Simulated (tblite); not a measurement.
Species: C4H10NP.
Cartesian coordinates in Å at the GFN2-xTB level; atoms count from 1:
```xyz
16
C4H10NP angstrom
C     -1.6153   -1.3191    1.0172
C     -0.6726   -1.2898    0.0902
P      0.1365    0.1934   -0.5967
C      1.9121   -0.1515   -0.4353
C     -0.1854    1.5212    0.6503
N     -0.1095    0.4944   -2.1071
H     -2.1178   -2.2347    1.2884
H     -1.9115   -0.4378    1.5622
H     -0.4083   -2.1851   -0.4647
H      2.1421   -1.0234   -1.0441
H      2.4500    0.7049   -0.8362
H      2.1931   -0.3294    0.6002
H      0.3874    2.3936    0.3367
H     -1.2432    1.7810    0.6339
H      0.1070    1.2250    1.6539
H     -1.0724    0.6662   -2.3603
```

Method: GFN2-xTB as coded in tblite; computed harmonic values from a numerical Hessian at the method's own geometry, unscaled. This tight-binding method is rough: wavenumbers can miss measured ones by several per cent, in bad cases by 10 to 20. One conformer, not necessarily the lowest.

Harmonic wavenumbers (cm⁻¹): 73.7, 122.0, 184.9, 194.0, 211.2, 242.2, 271.7, 281.2, 368.6, 418.2, 539.3, 623.8, 709.0, 744.8, 785.5, 791.5, 850.8, 868.2, 903.1, 934.2, 989.5, 1006.8, 1182.4, 1231.9, 1299.8, 1304.4, 1397.2, 1410.6, 1430.0, 1432.1, 1447.3, 1661.6, 2995.5, 2997.8, 3002.7, 3006.3, 3013.6, 3018.2, 3023.7, 3082.4, 3111.5, 3402.8.

A = 3659, B = 2206, C = 2103 MHz; mass 103.055 u (most abundant isotopes); point group C1, symmetry number 1.

Problem. Zero-point energy?

Solution. ½Σν̃ = 28283 cm⁻¹ = 80.86 kcal/mol.

Problem. What is S at 200 K and 1 bar for an ideal gas of classical rigid rotors and harmonic oscillators?

Solution. Translation 37.85, rotation 26.15, vibration 14.56: S = 78.6 cal/(mol K).

Problem. And Cp and H(200 K) − H(0)?

Solution. Cp = 26.34 cal/(mol K), of which vibrations give 18.39 (their classical limit is 42 R = 83.5); H(200 K) − H(0) = 3.34 kcal/mol without the zero-point energy, 1.75 from vibrations.

Problem. What must be added to the electronic energy to get the Gibbs energy at 200 K and 1 bar?

Solution. ZPE + [H(200 K) − H(0)] − T·S = 80.86 + 3.34 − 15.71 = 68.49 kcal/mol.

Problem. How do the functions run with temperature in this model?

Solution. 
```
 T (K)  S (cal/(mol K))  Cp (cal/(mol K))  H − H(0) (kcal/mol)  G − H(0) (kcal/mol)  ln q(vib)
   150             71.6              22.0                 2.13                -8.62       1.86
   250             84.9              30.6                 4.76               -16.46       4.04
298.15             90.6              34.7                 6.33               -20.69       5.12
   400            101.9              42.5                10.27               -30.51       7.40
   600            121.5              54.0                19.99               -52.91      11.77
   900            145.7              65.3                38.03               -93.12      17.84
```

q(vib) and H(0) count from the zero-point level.

Hindered rotation and anharmonicity are outside this model. Other conformers, if any are populated, would add a mixing term that is left out. The structure is chiral; the term R ln 2 for an equal mix with its mirror image is left out.

Hardware: an x86-64 server with one thread, no GPU, on a shared host. This covers the Hessian and the dipole derivatives.
